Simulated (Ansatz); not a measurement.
A structure relaxed at PBE0-D4/def2-TZVP, charge 0, multiplicity 1:

Cartesian coordinates in Å:
```
C -0.545 1.276 -0.093
S -1.116 -0.424 -0.239
C 0.448 -1.253 0.073
F 1.393 -0.936 -0.819
F 0.246 -2.567 0.010
F 0.956 -0.969 1.278
H -1.425 1.897 -0.262
H 0.202 1.503 -0.852
H -0.157 1.473 0.905
```

Q: Give its formula and SMILES.

A: C2H3F3S, `CSC(F)(F)F`.

Q: Point group (tolerance 0.08 Å, 0.16 Å for H)?

A: Cs.

Q: Summarise the bond lengths by kind.

A: 2 × C–S 1.797 to 1.799 Å; 3 × C–H 1.089 to 1.090 Å; 3 × C–F 1.331 to 1.338 Å.

Program: Ansatz 0.2.0.
